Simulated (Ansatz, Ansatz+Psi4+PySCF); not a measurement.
```xyz
3

Si    1.3023   -0.0238    0.0044
Si   -0.6738    1.1680   -0.0097
Si   -0.6701   -1.1390   -0.0279
```

Basis set: cc-pV(T+d)Z (spherical functions). Frozen core: 15 orbitals. Correlation on ROHF uses semicanonical orbitals with singles. Charge 0, multiplicity 3.

Computed with Ansatz (development build ahead of 0.2.0); each method stands on the lowest determinant of its kind that the runs found.

**Question.** Give the atomization energy at this shape (free ground-state atoms in the same class of orbitals less the molecule, no zero-point energy) of triplet Si₃ by ROHF-MP2, UHF-MP2.

**Answer.**

```csv
method,atomization energy
ROHF-MP2,170.20 kcal/mol
UHF-MP2,168.35 kcal/mol
```
